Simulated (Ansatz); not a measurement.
Species: methanethiol, CH$_{4}$S, net charge 0, singlet state. 
Structure (B3LYP-D3(BJ)/def2-TZVP (Ansatz, a program for electronic structure) minimum search):
```xyz
6

C     -0.0402     1.1565     0.0077
S     -0.0524    -0.6664    -0.0048
H      1.2792    -0.8404     0.0008
H     -1.0838     1.4664     0.0045
H      0.4371     1.5427     0.9058
H      0.4463     1.5550    -0.8800
```
Charge 0, spin multiplicity 1.

Computed values are from Ansatz. Valence correlation only, unless marked. UHF or UKS for open shells. No spin-orbit coupling. No relativistic terms. Basis-set limits of correlation are two-point, X^-3; Hartree-Fock from the larger set. The bracket is a focal-point correction in the basis named.

| Property | Value |
|---|---|
| atomisation energy De | 1985.5 kJ/mol at CCSD(T)/CBS(cc-pV(T+d)Z,cc-pV(Q+d)Z) |
| vertical ionisation energy (to the doublet) | 9.56 eV at RI-MP2/CBS(aug-cc-pV(T+d)Z,aug-cc-pV(Q+d)Z)+[CCSD(T)-MP2]/aug-cc-pV(T+d)Z |
| vertical triplet-singlet gap | 5.16 eV at RI-MP2/CBS(aug-cc-pV(T+d)Z,aug-cc-pV(Q+d)Z)+[CCSD(T)-MP2]/aug-cc-pV(T+d)Z |
| total energy | -438.2208 Eh at CCSD(T)/CBS(cc-pV(T+d)Z,cc-pV(Q+d)Z) |
| dipole moment | 1.53 D at CCSD(T)/aug-cc-pV(D+d)Z |
| T1 diagnostic | 0.010 at CCSD/cc-pV(Q+d)Z |
| measured enthalpy of formation, 298 K | -23.0 kJ/mol (G2/97 table in ASE (Curtiss et al.); older table, unchecked) |
| measured dipole moment | 1.52 D (NIST CCCBDB, as tabulated in the package chemicals; older table, unchecked) |
| measured ionisation energy, adiabatic | 9.44 eV (CCCBDB table in ASE; older table, unchecked) |
